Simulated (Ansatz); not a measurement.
A made-up structure of CH2BS, doublet:

```xyz
5
angstrom
C 0.0143 -0.1891 0.1090
B -1.3236 -0.3157 -0.0149
S 1.7400 -0.1299 0.3276
H -2.4640 -0.4136 -0.1261
H 1.9530 1.0414 -0.3035
```

It is relaxed with PBE-D4/def2-SVP and then PBE0-D4/def2-TZVP (Ansatz 0.2.0). Atoms count as bonded within 1.22 times the sum of their covalent radii (H–H: 0.88 Å). The end point is not checked to be a true minimum.

Task: Does its bonding change? (Judge from chemistry; the calculation decides.)

Result: By the calculation: No: no bond forms or breaks.

Where it ends: The first stage lowers the energy by 0.19 eV in 6 steps. It ends as CH₂BS ([BH][C][SH]):
```
5
angstrom
C 0.0337 -0.1401 0.0841
B -1.2999 -0.3156 -0.0114
S 1.6394 -0.1326 0.3144
H -2.4609 -0.4478 -0.1063
H 2.0075 1.0291 -0.2886
```

Labels in which every atom is bracketed show which atoms are joined, not bond orders.

For scale, one of the runs: PBE0-D4/def2-TZVP relaxation, 111 basis functions, launched by `ansatz run in.yaml --threads 2 --pin off --events-out ev --progress --plain --max-ram 4352MiB`. Hardware: 2 CPU threads of an Arm Neoverse V1, shared host. Wall time about 20 s.
